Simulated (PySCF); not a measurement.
# C4H9Cl (1-chlorobutane): levels of theory compared

Aim: a comparison of 6 runs (HF/STO-3G, HF/def2-SVP, HF/def2-SVPD, B3LYP/6-31G*, wB97X/6-31+G*) of C4H9Cl (1-chlorobutane). Input form: a Python script.

Program for the calculation: PySCF 2.14.0.

## Step 1: Starting point

C4H9Cl has 14 atoms, charge 0, and is taken as a singlet. SMILES: `CCCCCl`. The shape is that of a PBE0-D4/def2-TZVP optimisation. This is one conformer, not always the lowest.

Bond lengths: C1–C2 1.518 Å, C2–C3 1.519 Å, C3–C4 1.510 Å, C4–Cl5 1.790 Å, C1–H6 1.094 Å, C1–H7 1.093 Å, C1–H8 1.092 Å, C2–H9 1.094 Å, C2–H10 1.096 Å, C3–H11 1.095 Å, C3–H12 1.098 Å, C4–H13 1.091 Å, C4–H14 1.089 Å. Some angles: C1–C2–C3 112.5°, C2–C3–C4 114.4°, C3–C4–Cl5 112.2°, C1–C2–H9 109.9°, C1–C2–H10 109.8°, C3–C2–H9 109.1°, C3–C2–H10 109.1°, C2–C1–H6 111.4°, C2–C1–H7 111.1°, C2–C1–H8 111.4°.

## Step 2: Energy and gradient at HF/STO-3G (run 1)

The input, calc.py:

```python
import pyscf.grad
from pyscf import gto

mol = gto.Mole()
mol.atom = '''
C     -1.524400     0.759500     0.972100
C     -0.619100     0.408500    -0.195200
C      0.553200    -0.463500     0.220100
C      1.473800    -0.851500    -0.912800
Cl     2.323200     0.561500    -1.610000
H     -1.939800    -0.138700     1.438100
H     -0.976300     1.307300     1.743600
H     -2.360800     1.385100     0.653500
H     -0.238300     1.323100    -0.658700
H     -1.195700    -0.111200    -0.969500
H      1.135500     0.036600     1.001100
H      0.177600    -1.396000     0.661200
H      0.925600    -1.313600    -1.734800
H      2.252500    -1.536300    -0.579900
'''
mol.verbose = 4
mol.max_memory = 1860
mol.basis = 'sto-3g'
mol.build()

mf = mol.RHF()
mf.conv_tol = 1e-10
mf.kernel()
if not mf.converged:
    mf = mf.newton().run(mf.mo_coeff, mf.mo_occ)

energy = mf.e_tot
print(f'total energy: {energy:.8f} hartree')
grad = mf.Gradients().kernel()
dip = mf.dip_moment()
pop, q = mf.mulliken_pop()
```

Launch:

```sh
$ OMP_NUM_THREADS=1 python calc.py
```

Output:

```text
PySCF version 2.14.0

[... 66 lines left out ...]
converged SCF energy = -609.464469503775
total energy: -609.46446950 hartree
[... 11 lines left out ...]
Dipole moment(X, Y, Z, Debye): -1.33606, -1.73955,  1.09707
[... 14 lines left out ...]
pop of  2 C 2py           1.00487
pop of  2 C 2pz           0.95850
pop of  3 C 1s            1.99242
pop of  3 C 2s            1.21503
pop of  3 C 2px           0.98435
pop of  3 C 2py           0.87032
pop of  3 C 2pz           0.99744
pop of  4 Cl 1s           1.99997
pop of  4 Cl 2s           1.99894
pop of  4 Cl 3s           1.95669
pop of  4 Cl 2px          1.99734
pop of  4 Cl 2py          1.99306
pop of  4 Cl 2pz          1.99818
pop of  4 Cl 3px          1.82515
pop of  4 Cl 3py          1.54038
pop of  4 Cl 3pz          1.88062
pop of  5 H 1s            0.94458
pop of  6 H 1s            0.94190
pop of  7 H 1s            0.93904
pop of  8 H 1s            0.93314
pop of  9 H 1s            0.94711
pop of  10 H 1s           0.93177
pop of  11 H 1s           0.93695
pop of  12 H 1s           0.90801
pop of  13 H 1s           0.90608
 ** Mulliken atomic charges  **
charge of    0C =     -0.17264
charge of    1C =     -0.09531
charge of    2C =     -0.09357
charge of    3C =     -0.05956
charge of    4Cl =     -0.19034
charge of    5H =      0.05542
charge of    6H =      0.05810
charge of    7H =      0.06096
charge of    8H =      0.06686
charge of    9H =      0.05289
charge of   10H =      0.06823
charge of   11H =      0.06305
charge of   12H =      0.09199
charge of   13H =      0.09392
```

Run time: 6.6 s. Hardware: 1 thread of Intel Xeon at 2.50GHz (Skylake/Cascade Lake), shared host; peak memory 0.12 GiB.

## Step 3: Energy and gradient at HF/def2-SVP (run 2)

The input, geometry.xyz:

```xyz
14

C     -1.524400     0.759500     0.972100
C     -0.619100     0.408500    -0.195200
C      0.553200    -0.463500     0.220100
C      1.473800    -0.851500    -0.912800
Cl     2.323200     0.561500    -1.610000
H     -1.939800    -0.138700     1.438100
H     -0.976300     1.307300     1.743600
H     -2.360800     1.385100     0.653500
H     -0.238300     1.323100    -0.658700
H     -1.195700    -0.111200    -0.969500
H      1.135500     0.036600     1.001100
H      0.177600    -1.396000     0.661200
H      0.925600    -1.313600    -1.734800
H      2.252500    -1.536300    -0.579900
```

The input, calc.py:

```python
from pyscf import gto

mol = gto.Mole()
mol.atom = 'geometry.xyz'
mol.verbose = 4
mol.basis = 'def2-svp'
mol.max_memory = 1860
mol.build()

mf = mol.RHF()
mf.conv_tol = 1e-10
mf.kernel()
if not mf.converged:
    mf = mf.newton().run(mf.mo_coeff, mf.mo_occ)

e_tot = mf.e_tot
print('E(%s) = %.9f' % ('HF', e_tot))
grad = mf.nuc_grad_method().kernel()
mf.analyze()
```

Launch:

```sh
$ OMP_NUM_THREADS=1 python calc.py
```

Output:

```text
PySCF version 2.14.0

[... 85 lines left out ...]
Two-electron Energy =                  451.577976789468778
[... 12 lines left out ...]
MO #9   energy= -8.00404368242686  occ= 2
[... 10 lines left out ...]
MO #20  energy= -0.509718328419553 occ= 2
[... 10 lines left out ...]
MO #31  energy= 0.254992217551815  occ= 0
[... 10 lines left out ...]
MO #42  energy= 0.614262636485041  occ= 0
[... 10 lines left out ...]
MO #53  energy= 0.90313698696959   occ= 0
[... 10 lines left out ...]
MO #64  energy= 1.08207400564498   occ= 0
[... 10 lines left out ...]
MO #75  energy= 1.61276346982947   occ= 0
[... 10 lines left out ...]
MO #86  energy= 2.06532783818738   occ= 0
[... 10 lines left out ...]
MO #97  energy= 2.33953063641127   occ= 0
[... 10 lines left out ...]
MO #108 energy= 2.90112090221572   occ= 0
[... 10 lines left out ...]
MO #119 energy= 3.45043448054675   occ= 0
[... 97 lines left out ...]
pop of  9 H 2s            0.00721
pop of  9 H 2px           0.00054
pop of  9 H 2py           0.00031
pop of  9 H 2pz           0.00094
pop of  10 H 1s           0.91352
pop of  10 H 2s           0.00855
pop of  10 H 2px          0.00050
pop of  10 H 2py          0.00039
pop of  10 H 2pz          0.00097
pop of  11 H 1s           0.91886
pop of  11 H 2s           0.00747
pop of  11 H 2px          0.00024
pop of  11 H 2py          0.00117
pop of  11 H 2pz          0.00043
pop of  12 H 1s           0.89035
pop of  12 H 2s           0.00974
pop of  12 H 2px          0.00045
pop of  12 H 2py          0.00040
pop of  12 H 2pz          0.00128
pop of  13 H 1s           0.88625
pop of  13 H 2s           0.01022
pop of  13 H 2px          0.00116
pop of  13 H 2py          0.00080
pop of  13 H 2pz          0.00018
 ** Mulliken atomic charges  **
charge of    0C =     -0.23073
charge of    1C =     -0.12096
charge of    2C =     -0.12128
charge of    3C =     -0.05740
charge of    4Cl =     -0.18417
charge of    5H =      0.07137
charge of    6H =      0.07459
charge of    7H =      0.07937
charge of    8H =      0.07906
charge of    9H =      0.06310
charge of   10H =      0.07608
charge of   11H =      0.07181
charge of   12H =      0.09776
charge of   13H =      0.10140
Dipole moment(X, Y, Z, Debye): -1.14016, -1.52642,  0.93155
```

Wall time 41 s (1 thread of Intel Xeon at 2.50GHz (Skylake/Cascade Lake), shared host); peak memory 0.31 GiB.

Runs 3 to 5 aren't shown in full; the table further down has their settings and results.

## Step 4: Energy and gradient at wB97X/6-31+G(d) (spherical functions) (run 6)

geometry.xyz is that of step 3.

The input, job.py:

```python
from pyscf import gto, dft

mol = gto.M(
    atom='geometry.xyz',
    charge=0,
    max_memory=1860,
    basis='6-31+g*',
    verbose=4,
)

mf = dft.RKS(mol)
mf.xc = 'wb97x'
mf.grids.level = 5
mf.conv_tol = 1e-10
mf.kernel()
if not mf.converged:
    mf = mf.newton().run(mf.mo_coeff, mf.mo_occ)

energy = mf.e_tot
print('E = %.10f Eh' % energy)
grad = mf.nuc_grad_method().kernel()
mf.analyze()
```

Launch:

```sh
$ OMP_NUM_THREADS=1 python job.py
```

Output:

```text
PySCF version 2.14.0

[... 105 lines left out ...]
MO #2   energy= -10.324965158668   occ= 2
[... 10 lines left out ...]
MO #13  energy= -0.76055861935534  occ= 2
[... 10 lines left out ...]
MO #24  energy= -0.398285647750333 occ= 2
[... 10 lines left out ...]
MO #35  energy= 0.15069665577394   occ= 0
[... 10 lines left out ...]
MO #46  energy= 0.261537282165799  occ= 0
[... 10 lines left out ...]
MO #57  energy= 0.442996900728863  occ= 0
[... 10 lines left out ...]
MO #68  energy= 0.814052444478624  occ= 0
[... 10 lines left out ...]
MO #79  energy= 1.08556602250003   occ= 0
[... 10 lines left out ...]
MO #90  energy= 1.53050993270141   occ= 0
[... 10 lines left out ...]
MO #101 energy= 2.12856628534139   occ= 0
[... 10 lines left out ...]
MO #112 energy= 2.87670223012235   occ= 0
[... 90 lines left out ...]
pop of  4 Cl 5pz          0.00030
pop of  4 Cl 3dxy         0.00376
pop of  4 Cl 3dyz         0.00286
pop of  4 Cl 3dz^2        0.00109
pop of  4 Cl 3dxz         0.00118
pop of  4 Cl 3dx2-y2      0.00174
pop of  5 H 1s            0.89862
pop of  5 H 2s            0.00649
pop of  6 H 1s            0.89518
pop of  6 H 2s            0.00661
pop of  7 H 1s            0.88848
pop of  7 H 2s            0.00693
pop of  8 H 1s            0.89074
pop of  8 H 2s            0.00679
pop of  9 H 1s            0.90609
pop of  9 H 2s            0.00638
pop of  10 H 1s           0.89335
pop of  10 H 2s           0.00697
pop of  11 H 1s           0.89469
pop of  11 H 2s           0.00666
pop of  12 H 1s           0.87458
pop of  12 H 2s           0.00825
pop of  13 H 1s           0.86869
pop of  13 H 2s           0.00860
 ** Mulliken atomic charges  **
charge of    0C =     -0.30113
charge of    1C =     -0.16882
charge of    2C =     -0.17263
charge of    3C =     -0.13375
charge of    4Cl =     -0.14957
charge of    5H =      0.09489
charge of    6H =      0.09821
charge of    7H =      0.10459
charge of    8H =      0.10247
charge of    9H =      0.08754
charge of   10H =      0.09968
charge of   11H =      0.09865
charge of   12H =      0.11717
charge of   13H =      0.12271
Dipole moment(X, Y, Z, Debye): -1.25504, -1.53745,  0.99057
```

Run time: 3.7 min. Hardware: 1 thread of Intel Xeon at 2.50GHz (Skylake/Cascade Lake), shared host; peak memory 1.2 GiB.

## Step 5: All runs side by side

```
run                                level  integration grid  Cartesian functions  energy (Eh)  dipole moment (D)  HOMO energy (eV)  LUMO energy (eV)  wall time
  1                            HF/STO-3G                 –                   no  -609.464470               2.45            -10.08             10.20      6.6 s
  2                          HF/def2-SVP                 –                   no  -615.960204               2.12            -11.47              4.65       41 s
  3                         HF/def2-SVPD                 –                   no  -615.974339               2.27            -11.64              2.76      2 min
  4   B3LYP/6-31G* (spherical functions)                 5                   no  -618.046572               2.10             -7.84              1.10       99 s
  5   B3LYP/6-31G* (Cartesian functions)                 5                  yes  -618.052711               2.10             -7.84              1.09    1.8 min
  6  wB97X/6-31+G* (spherical functions)                 5                   no  -617.992943               2.22            -10.74              2.12    3.7 min
```

## Step 6: Summary of results

| quantity | value |
| --- | --- |
| run 6: total energy | -617.99294 Eh |
| run 6: dipole moment | 2.22 D |
| run 6: HOMO energy | -10.74 eV |
| run 6: LUMO energy | 2.12 eV |
| run 6: HOMO–LUMO gap | 12.86 eV |
| run 6: largest force on an atom | 0.200 eV/Å |

In words: The dipole moment (its size) runs from 2.10 D (B3LYP/6-31G*) to 2.45 D (HF/STO-3G). The two ends differ in method and basis. The HOMO–LUMO gap runs from 8.94 eV (B3LYP/6-31G*) to 20.28 eV (HF/STO-3G). Totals of different functionals can't be ranked against each other. In run 1 the basis is minimal, so the values are rough. All runs together took 10 min, the longest 3.7 min.
